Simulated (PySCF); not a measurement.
C4H8N: g tensor and hyperfine couplings

Species: C4H8N (doublet state).
Cartesian coordinates in Å at the GFN2-xTB level; atoms count from 1:
```
atom  x, y, z in Å
C1     2.408    0.177   -0.489
C2     0.950    0.096   -0.307
N3     0.327   -0.208    0.718
C4    -1.085   -0.297    0.908
C5    -1.926    0.083   -0.311
H6     2.963   -0.008    0.437
H7     2.666    1.164   -0.871
H8     2.708   -0.557   -1.236
H9    -1.334    0.352    1.755
H10   -1.302   -1.329    1.209
H11   -2.983   -0.007   -0.079
H12   -1.710    1.107   -0.606
H13   -1.686   -0.573   -1.146
```

The hyperfine couplings belong to this conformer and change with its torsions.

The species is `C/[C]=N/CC` [radical].

Method used: PySCF 2.14.0, UKS B3LYP, pcH-1 on C H N, non-relativistic, mean-field spin-orbit, GIAO. The structure is a single GFN2-xTB conformer in the gas phase; no vibrational or solvent corrections. The geometry wasn't refined by DFT: couplings that depend on bond lengths, twists or pyramidal angles can differ widely from those at the functional's own minimum. Stability of the SCF solution: not tested.

| Property | Result |
| --- | --- |
| g1, g2, g3 | 1.99895, 2.00207, 2.00340 |
| g_iso | 2.00147 |
| Form of g | rhombic: the two nearest values differ by 30 % of g3 − g1 |
| ⟨S²⟩ | 0.7529 (exact 0.7500) |
| HOMO–LUMO gap, α and β orbitals | 5.16, 6.38 eV |
| Total energy | -211.94039 Eh |

Hyperfine couplings atom by atom, in MHz; T1 to T3 are the principal values of the dipolar part; ρ(0) is the spin density at the nucleus:

```json
{"atom": "C1", "isotope": "13C", "a_iso": "103.3", "T1": "-8.2", "T2": "-7.1", "T3": "15.3", "Mulliken spin population": "0.01", "ρ(0) (bohr⁻³)": "0.0919"}
{"atom": "C2", "isotope": "13C", "a_iso": "208.2", "T1": "-58.1", "T2": "-52.4", "T3": "110.4", "Mulliken spin population": "0.69", "ρ(0) (bohr⁻³)": "0.1852"}
{"atom": "N3", "isotope": "14N", "a_iso": "9.1", "T1": "-17.1", "T2": "-13.4", "T3": "30.5", "Mulliken spin population": "0.19", "ρ(0) (bohr⁻³)": "0.0283"}
{"atom": "C4", "isotope": "13C", "a_iso": "60.0", "T1": "-5.1", "T2": "-4.8", "T3": "9.9", "Mulliken spin population": "0.02", "ρ(0) (bohr⁻³)": "0.0534"}
{"atom": "C5", "isotope": "13C", "a_iso": "-1.0", "T1": "-3.5", "T2": "-1.5", "T3": "5.0", "Mulliken spin population": "0.03", "ρ(0) (bohr⁻³)": "-0.0009"}
{"atom": "H6", "isotope": "1H", "a_iso": "74.6", "T1": "-6.2", "T2": "-1.6", "T3": "7.9", "Mulliken spin population": "0.07", "ρ(0) (bohr⁻³)": "0.0167"}
{"atom": "H7", "isotope": "1H", "a_iso": "3.8", "T1": "-7.3", "T2": "-5.0", "T3": "12.3", "Mulliken spin population": "0.00", "ρ(0) (bohr⁻³)": "0.0009"}
{"atom": "H8", "isotope": "1H", "a_iso": "0.6", "T1": "-7.2", "T2": "-4.9", "T3": "12.1", "Mulliken spin population": "0.00", "ρ(0) (bohr⁻³)": "0.0001"}
{"atom": "H9", "isotope": "1H", "a_iso": "-3.7", "T1": "-4.8", "T2": "-3.6", "T3": "8.3", "Mulliken spin population": "0.00", "ρ(0) (bohr⁻³)": "-0.0008"}
{"atom": "H10", "isotope": "1H", "a_iso": "-5.0", "T1": "-4.7", "T2": "-3.6", "T3": "8.2", "Mulliken spin population": "0.00", "ρ(0) (bohr⁻³)": "-0.0011"}
{"atom": "H11", "isotope": "1H", "a_iso": "-3.7", "T1": "-2.8", "T2": "-1.1", "T3": "3.9", "Mulliken spin population": "0.00", "ρ(0) (bohr⁻³)": "-0.0008"}
{"atom": "H12", "isotope": "1H", "a_iso": "-1.0", "T1": "-3.8", "T2": "-1.7", "T3": "5.5", "Mulliken spin population": "0.00", "ρ(0) (bohr⁻³)": "-0.0002"}
{"atom": "H13", "isotope": "1H", "a_iso": "-0.6", "T1": "-4.0", "T2": "-1.7", "T3": "5.7", "Mulliken spin population": "0.00", "ρ(0) (bohr⁻³)": "-0.0001"}
```

The Mulliken spin populations are largest on C2 (+0.69), N3 (+0.19) and H6 (+0.07).

Under fast tumbling the dipolar parts average out, and these isotropic splittings remain: 3 × 1H (H6/H7/H8, I = 1/2, 4 lines) with 0.94 mT, 1 × 14N (N3, I = 1, 3 lines) with 0.33 mT, 2 × 1H (H9/H10, I = 1/2, 3 lines) with 0.16 mT and 3 × 1H (H11/H12/H13, I = 1/2, 4 lines) with 0.06 mT.

Nuclei that the bonding pattern makes equivalent are averaged, as if the motion that swaps them (rotation, inversion, ring flip) were fast. The three 1H nuclei of mean +26.3 MHz run from 0.6 to 74.6 MHz in the frozen geometry.

The 13C coupling of C2 (208.2 MHz) shows only in satellite lines or after enrichment, since that isotope makes up about 1.07 % of natural carbon.

On one thread of an Intel Xeon Platinum 8259CL at 2.50 GHz, on a shared host, this took 31 s (grids of density and orbitals included) and 0.80 GiB of memory at its peak.
